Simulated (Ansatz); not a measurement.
# CH2Al (doublet): from Hartree-Fock to the top rungs, 6-31G

Aim: climb from Hartree-Fock through coupled cluster and multireference methods for CH2Al (doublet) at one geometry and basis, and see what each rung misses.

Computed with Ansatz 0.2.0, Gaussian basis. Level: 6-31G, core rule «outside noble gas», up to 6 orbitals frozen.

The runs, in order: UHF; CCSD(T) on ROHF; CCSD(T) on UHF; BCCD(T) on ROHF; CISD; CCSDT(Q) on ROHF; CCSDT(Q) on UHF; CISDTQ; CCSDTQ on ROHF; CCSDTQ on UHF; CASSCF and MRCISD+Q, 9 electrons in 10 orbitals; CASSCF and NEVPT2, 9 electrons in 10 orbitals; Full CI.

5 further runs of the same task are left out: 5 set aside as unsound or not needed.

## 1. The system

The geometry is a PBE0/def2-TZVP stationary point (not a proven minimum).

4 atoms, charge 0, spin multiplicity 2.

Atoms are counted from 1 here; the program's logs count them from 0.

Bond lengths: Al1–C2 1.970 Å, Al1–H3 1.584 Å, Al1–H4 1.584 Å. Angles: C2–Al1–H3 117.4°, C2–Al1–H4 117.4°, H3–Al1–H4 125.1°.

## 2. UHF

in.yaml reads:

```yaml
crystal:
  periodic: [false, false, false]
  atoms:
    - {symbol: Al, position_ang: [0.000000, 0.000000, 0.541126]}
    - {symbol: C, position_ang: [0.000000, 0.000000, -1.428933]}
    - {symbol: H, position_ang: [0.000000, 1.405499, 1.270943]}
    - {symbol: H, position_ang: [0.000000, -1.405499, 1.270943]}
basis:
  gaussian: {orbitals: 6-31G}
magnetization: {spin_polarized: true, initial_magnetization: 1}
hamiltonian: {xc: hf}
output: {orbitals: {seedname: orbitals}}
```

Command:

```
$ ansatz run in.yaml --threads 1 --pin off --events-out ev --progress --plain --max-ram 4096MiB --backend cpu
```

After this run come: CCSD(T) on ROHF; CCSD(T) on UHF; BCCD(T) on ROHF; CISD; CCSDT(Q) on ROHF; CCSDT(Q) on UHF; CISDTQ; CCSDTQ on ROHF; CCSDTQ on UHF; CASSCF and MRCISD+Q, 9 electrons in 10 orbitals; CASSCF and NEVPT2, 9 electrons in 10 orbitals; Full CI.

**Question.** What will the summary of the whole plan be? Wanted: FCI below the RHF energy; RMP2 from FCI; UMP2 from FCI; RCCSD from FCI; RCCSD(T) from FCI; UCCSD(T) from FCI; RCCSDT(Q) from FCI; UCCSDT(Q) from FCI; NEVPT2 valence from FCI.

As calculated:

```
                         quantity                                                                                                                value
         FCI below the RHF energy                                                                                                           -3.1056 eV
                    RMP2 from FCI                                                                                                           +976.6 meV
                    UMP2 from FCI                                                                                                           +720.4 meV
                   RCCSD from FCI                                                                                                           +100.0 meV
                RCCSD(T) from FCI                                                                                                            +33.4 meV
                UCCSD(T) from FCI                                                                                                          -1011.9 meV
               RCCSDT(Q) from FCI                                                                                                             +1.6 meV
               UCCSDT(Q) from FCI                                                                                                             +1.1 meV
          NEVPT2 valence from FCI                                                                                                           +260.5 meV
        MRCISD+Q valence from FCI                                                                                                            +15.6 meV
levels within 1 kcal/mol (43 meV)  RCCSD(T), BCCD(T), RCCSDT, UCCSDT, CISDTQ, RCCSDT(Q), UCCSDT(Q), RCCSDTQ, UCCSDTQ, MRCISD valence, MRCISD+Q valence
                    T1 diagnostic                                                                                                                0.025
   effectively unpaired electrons                                                                                                                 1.09
```

What this shows: RCCSD(T) lands +33.4 meV from the yardstick (1.1 % of the correlation energy). CCSD(T) misses by +33.4 meV on the restricted determinant and by -1011.9 meV on the unrestricted one; the two need not hold the same state or core. UCCSD, UCCSD(T) fall below full CI: unrestricted runs freeze a spin-polarised core, another one than full CI's, and coupled cluster isn't variational. One determinant dominates. Of the multireference levels listed MRCISD+Q valence comes nearest in total energy (+15.6 meV), which doesn't show that its space is the better one. These misses are within one basis, not against nature; the frozen cores of restricted and unrestricted runs differ, which can shift their rows.
